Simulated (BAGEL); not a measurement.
**C2H3ClF2 (SMILES FCC(F)Cl) at B3LYP/6-31G(d) (density fitting with qzvpp-jkfit, spherical functions)**

Aim: the energy change on altering one bond length of C2H3ClF2 at B3LYP/6-31G* (density fitting with qzvpp-jkfit, spherical functions), from 2 runs. 

Program for the calculation: BAGEL 1.2.2.

2 further runs of the same task are left out: 2 set aside as unsound or not needed.

**1. The structure to begin with**

The species is C2H3ClF2 (8 atoms), meant as a singlet with charge 0. SMILES: `FCC(F)Cl`. Geometry: relaxed at PBE0-D4/def2-TZVP. This is one conformer, not always the lowest.

Bond lengths: F1–C2 1.374 Å, C2–C3 1.507 Å, C3–F4 1.355 Å, C3–Cl5 1.774 Å, C2–H6 1.092 Å, C2–H7 1.093 Å, C3–H8 1.091 Å. Some angles: F1–C2–C3 109.0°, C2–C3–F4 110.3°, C2–C3–Cl5 108.5°, F4–C3–Cl5 109.6°, F1–C2–H6 109.1°, F1–C2–H7 109.2°, C3–C2–H6 109.8°, C3–C2–H7 109.7°, C2–C3–H8 112.4°, F4–C3–H8 108.5°.

**2. The energy at B3LYP/6-31G(d) (density fitting with qzvpp-jkfit, spherical functions)**

The input, dft.json:

```json
{ "bagel" : [

{
  "title" : "molecule",
  "basis" : "6-31gs.json",
  "df_basis" : "qzvpp-jkfit",
  "angstrom" : true,
  "geometry" : [
    { "atom" : "F", "xyz" : [   -0.356100,   -0.815200,    1.579400 ] },
    { "atom" : "C", "xyz" : [    0.298000,    0.039200,    0.725000 ] },
    { "atom" : "C", "xyz" : [   -0.320800,   -0.068900,   -0.644800 ] },
    { "atom" : "F", "xyz" : [   -0.104600,   -1.302200,   -1.162600 ] },
    { "atom" : "Cl", "xyz" : [    0.420900,    1.153900,   -1.694200 ] },
    { "atom" : "H", "xyz" : [    0.197500,    1.061200,    1.096600 ] },
    { "atom" : "H", "xyz" : [    1.353200,   -0.241400,    0.675300 ] },
    { "atom" : "H", "xyz" : [   -1.395900,    0.116300,   -0.630600 ] }
  ]
},
{
  "title" : "ks",
  "xc_func" : "b3lyp"
},
{
  "title" : "print",
  "file" : "orbitals.molden",
  "orbitals" : true
}

]}
```

The basis set 6-31G* is read from a file made from the Basis Set Exchange's data (not shown).

Command:

```bash
$ BAGEL_NUM_THREADS=1 BAGEL dft.json > dft.out
```

The program printed:

```text
* using 1 threads per process

  ===============================================================
  ===============================================================

  *** Geometry ***

  { "atom" : "F", "xyz" : [     -0.672931,     -1.540505,      2.984633 ] },
  { "atom" : "C", "xyz" : [      0.563138,      0.074077,      1.370051 ] },
  { "atom" : "C", "xyz" : [     -0.606224,     -0.130202,     -1.218495 ] },
  { "atom" : "F", "xyz" : [     -0.197665,     -2.460801,     -2.196996 ] },
  { "atom" : "Cl", "xyz" : [      0.795386,      2.180555,     -3.201574 ] },
  { "atom" : "H", "xyz" : [      0.373221,      2.005377,      2.072274 ] },
  { "atom" : "H", "xyz" : [      2.557177,     -0.456180,      1.276132 ] },
  { "atom" : "H", "xyz" : [     -2.637869,      0.219775,     -1.191661 ] },

  Number of auxiliary basis functions:      486

  Since a DF basis is specified, we compute 2- and 3-index integrals:
    o Being stored without compression. Storage requirement is 0.025 GB

  Number of basis functions:       80
  Number of electrons      :       50

    * METHOD: MOLECULE                             0.25

  *** Kohn-Sham DFT ***

    * Removing 15867 points whose weight is below 1.00e-10
    * Grid points: 103381

  === Nuclear Repulsion ===
   233.3823098059

       - DIIS with orbital gradients will be used.

  === KS iteration (b3lyp / 6-31gs.json) ===
      0       -707.42697169          0.14951647           0.37
      1       -668.85451570          0.18322418           0.35
      2       -632.52981364          0.22672556           0.35
      3       -723.18564093          0.10038261           0.36
      4       -725.50650561          0.12338692           0.35
      5       -737.21955083          0.03352844           0.35
      6       -737.53115875          0.02630608           0.36
      7       -737.84432522          0.00761378           0.38
      8       -737.86260486          0.00378179           0.39
      9       -737.86539332          0.00226399           0.35
     10       -737.86859022          0.00054271           0.34
     11       -737.86874685          0.00004964           0.33
     12       -737.86874817          0.00001647           0.34
     13       -737.86874837          0.00000577           0.36
     14       -737.86874838          0.00000304           0.36
     15       -737.86874839          0.00000075           0.37
     16       -737.86874839          0.00000037           0.35
     17       -737.86874839          0.00000007           0.35
     18       -737.86874839          0.00000002           0.35
     19       -737.86874839          0.00000001           0.34
    * SCF iteration converged.

    * Permanent dipole moment:
           (    0.057965,    -0.425708,    -0.268999) a.u.

    * METHOD: KS                                   7.67

    * METHOD: PRINT                                0.02

  ===============================================================
```

Run time: 8.1 s. Hardware: 1 thread of Arm Neoverse V1, shared host; peak memory 0.41 GiB.

**3. The distorted shape**

The input, calc.json:

```json
{ "bagel": [

{
  "title": "molecule",
  "basis": "6-31gs.json",
  "df_basis": "qzvpp-jkfit",
  "angstrom": "true",
  "geometry": [
    { "atom": "F", "xyz": [      -0.464196,      -0.198572,       1.838291 ] },
    { "atom": "C", "xyz": [       0.189904,       0.655828,       0.983891 ] },
    { "atom": "C", "xyz": [      -0.428896,       0.547728,      -0.385909 ] },
    { "atom": "F", "xyz": [      -0.104600,      -1.302200,      -1.162600 ] },
    { "atom": "Cl", "xyz": [       0.312804,       1.770528,      -1.435309 ] },
    { "atom": "H", "xyz": [       0.089404,       1.677828,       1.355491 ] },
    { "atom": "H", "xyz": [       1.245104,       0.375228,       0.934191 ] },
    { "atom": "H", "xyz": [      -1.503996,       0.732928,      -0.371709 ] }
  ]
},

{
  "title": "ks",
  "xc_func": "b3lyp"
},

{
  "title": "print",
  "file": "orbitals.molden",
  "orbitals": "true"
}

]}
```

The basis set 6-31G* is read from a file made from the Basis Set Exchange's data (not shown).

Command:

```bash
$ BAGEL_NUM_THREADS=1 BAGEL calc.json > calc.out
```

The program printed:

```text
* using 1 threads per process

  ===============================================================
  ===============================================================

  *** Geometry ***

  { "atom" : "F", "xyz" : [     -0.877203,     -0.375247,      3.473867 ] },
  { "atom" : "C", "xyz" : [      0.358867,      1.239335,      1.859285 ] },
  { "atom" : "C", "xyz" : [     -0.810496,      1.035056,     -0.729262 ] },
  { "atom" : "F", "xyz" : [     -0.197665,     -2.460801,     -2.196996 ] },
  { "atom" : "Cl", "xyz" : [      0.591114,      3.345813,     -2.712341 ] },
  { "atom" : "H", "xyz" : [      0.168949,      3.170635,      2.561507 ] },
  { "atom" : "H", "xyz" : [      2.352906,      0.709078,      1.765365 ] },
  { "atom" : "H", "xyz" : [     -2.842141,      1.385033,     -0.702428 ] },

  Number of auxiliary basis functions:      486

  Since a DF basis is specified, we compute 2- and 3-index integrals:
    o Being stored without compression. Storage requirement is 0.025 GB

  Number of basis functions:       80
  Number of electrons      :       50

    * METHOD: MOLECULE                             0.25

  *** Kohn-Sham DFT ***

    * Removing 15005 points whose weight is below 1.00e-10
    * Grid points: 104243

  === Nuclear Repulsion ===
   215.3932256246

       - DIIS with orbital gradients will be used.

  === KS iteration (b3lyp / 6-31gs.json) ===
      0       -711.35994353          0.12864015           0.37
      1       -679.18770846          0.17758762           0.34
      2       -646.86246261          0.18973663           0.35
      3       -682.84866501          0.14560245           0.34
      4       -712.23629336          0.14295664           0.34
      5       -734.70154838          0.05915318           0.34
      6       -737.14442548          0.02779680           0.39
      7       -736.68944059          0.04390129           0.36
      8       -737.70119918          0.01043808           0.34
      9       -737.73734489          0.00717582           0.34
     10       -737.76681628          0.00137524           0.34
     11       -737.76753001          0.00047913           0.34
     12       -737.76764639          0.00022089           0.34
     13       -737.76767526          0.00004770           0.34
     14       -737.76767610          0.00002999           0.34
     15       -737.76767660          0.00000334           0.36
     16       -737.76767660          0.00000148           0.34
     17       -737.76767661          0.00000038           0.34
     18       -737.76767661          0.00000030           0.34
     19       -737.76767661          0.00000011           0.34
     20       -737.76767661          0.00000006           0.35
     21       -737.76767661          0.00000003           0.34
     22       -737.76767661          0.00000002           0.34
     23       -737.76767661          0.00000001           0.35
    * SCF iteration converged.

    * Permanent dipole moment:
           (    0.041653,    -1.441836,    -0.559824) a.u.

    * METHOD: KS                                   8.90

    * METHOD: PRINT                                0.02

  ===============================================================
```

It took 9.3 s on 1 thread of Arm Neoverse V1, shared host; peak memory 0.42 GiB.

**4. What came out**

At B3LYP/6-31G* (density fitting with qzvpp-jkfit, spherical functions):

```
                                                         quantity          value
                                        first shape: total energy  -737.86875 Eh
                                       first shape: dipole moment         1.29 D
                                         first shape: HOMO energy       -8.64 eV
                                         first shape: LUMO energy        0.41 eV
                                       first shape: HOMO–LUMO gap        9.05 eV
                                    distorted shape: total energy  -737.76768 Eh
                                   distorted shape: dipole moment         3.93 D
                                     distorted shape: HOMO energy       -8.57 eV
                                     distorted shape: LUMO energy       -3.27 eV
                                   distorted shape: HOMO–LUMO gap        5.30 eV
energy change with the C3–F4 bond stretched from 1.355 to 2.032 Å       2.750 eV
```

What this shows: With the C3–F4 bond stretched from 1.355 to 2.032 Å the energy rises by 2.75 eV (63 kcal/mol). The first shape isn't relaxed at this level, so the change isn't measured from a minimum.
